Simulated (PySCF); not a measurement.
Structure problem from calculated spectra and properties.

Elements present: C and H. Monoisotopic mass: 82.0783 u.

| Item | Value |
| --- | --- |
| Rotational structure | rotational constants A, B, C: 5.277, 3.256, 2.427 GHz [GFN2-xTB] |
| UV, first state | lowest singlet excitation: 6.39 eV (194 nm, f = 0.243) [TDDFT PBE0/def2-SVPD] |
| 13C NMR | chemical shifts (computed TMS as zero) by class: 155.3 (1 C), 113.6 (1 C), 27.1 (1 C), 24.1 (2 C), 17.4 (1 C) ppm [GIAO PBE0/pcSseg-1] |
| Couplings | largest of the computed one-bond spin–spin couplings (means over like bonds): 13C–1H +167.8 (×2), 13C–1H +166.4, 13C–1H +164.7 (×2), 13C–1H +158.8, 13C–1H +158.2, 13C–1H +131.8 (×3), 13C–13C +79.3, 13C–13C +56.7 Hz [B3LYP/pcJ-1, spin–dipole term left out] |
| Triplet | lowest triplet excitation (Tamm–Dancoff): 4.09 eV [TDA PBE0/def2-SVPD] |
| Dipole | 0.49 D [PBE0/def2-SVPD] |
| Polarisability | 70.1 au [PBE0/def2-SVPD] |
| 1H NMR | chemical shifts (computed TMS as zero) by class: 6.63 (1 H), 5.14 (1 H), 4.76 (1 H), 1.21 (3 H), 0.67 (2 H), 0.66 (2 H) ppm [GIAO PBE0/pcSseg-1] |

Gas-phase values; electronic properties from PySCF, density fitting. Levels stand in brackets. NMR shifts are as computed; neighbouring signals can stand in another order in a measured spectrum. Isolated species at its GFN2-xTB geometry (one conformer only). NMR classes are plain means over equivalent atoms (diastereotopic ones count apart unless rotation or inversion swaps them), as if these changed places fast.

Question: Which formula fits the mass and the elements?

Answer: C6H10 (calculated 82.0783). No other formula that holds each of these elements comes within 0.0003 u with a fitting electron parity and a possible valence count.

Question: Propose a structure and show how it fits.

Answer: Numbering: `[CH2:1]=[CH:2][C:3]1([CH3:4])[CH2:5][CH2:6]1`. Its formula, C6H10, gives 2 degrees of unsaturation: 1 ring and 1 π bond in the structure found. 6 carbons fall into 5 classes; from least to most shielded: alkene CH carbon [C2] (155.3 ppm), terminal =CH2 carbon [C1] (113.6 ppm), methyl carbon [C4] (27.1 ppm), three-membered-ring carbon [C5/C6] (24.1 ppm, 2 C), allylic carbon [C3] (17.4 ppm). Hydrogen classes from least to most shielded: 1 H on an alkene CH carbon, C2 (6.63 ppm), 1 H on a terminal =CH2 carbon, C1 (5.14 ppm), 1 H on a terminal =CH2 carbon, C1 (4.76 ppm), 3 H on a methyl carbon, C4 (1.21 ppm, a mean of values up to 1.5 ppm apart in this geometry), 2 H on 2 three-membered-ring carbons, C5/C6 (0.67 ppm), 2 H on 2 three-membered-ring carbons, C5/C6 (0.66 ppm). The couplings run between: +167.8 Hz, three-membered-ring carbon [C5] and its hydrogen (with 1 like pair); +166.4 Hz, terminal =CH2 carbon [C1] and its hydrogen; +164.7 Hz, three-membered-ring carbon [C5] and its hydrogen (with 1 like pair); +158.8 Hz, alkene CH carbon [C2] and its hydrogen; +158.2 Hz, terminal =CH2 carbon [C1] and its hydrogen; +131.8 Hz, methyl carbon [C4] and its hydrogen (with 2 like pairs); +79.3 Hz, terminal =CH2 carbon [C1] and alkene CH carbon [C2]; +56.7 Hz, alkene CH carbon [C2] and allylic carbon [C3]. The optimised geometry has point group Cs and is an asymmetric top. Structure: 1-ethenyl-1-methylcyclopropane, `C=CC1(C)CC1`. Computed isomers that give other values at the same levels: `C=CC(=C)CC` (13C chemical shifts (computed TMS as zero) by class: 157.6 (1 C), 145.7 (1 C), 124.5 (1 C), 119.8 (1 C), 30.2 (1 C), 18.5 (1 C) ppm); `CCC1=C(C)C1` (13C chemical shifts (computed TMS as zero) by class: 120.8 (1 C), 115.6 (1 C), 26.2 (1 C), 15.2 (1 C), 14.2 (1 C), 12.2 (1 C) ppm); `C=CC/C=C\C` (13C chemical shifts (computed TMS as zero) by class: 146.6 (1 C), 135.8 (1 C), 132.3 (1 C), 121.1 (1 C), 38.3 (1 C), 15.9 (1 C) ppm). The assignments are read from this structure; whether some other isomer fits the data as well wasn't checked.

Shape of the structure used: `[CH2:1]=[CH:2][C:3]1([CH3:4])[CH2:5][CH2:6]1`: C1–C2–C3–C4 180°.
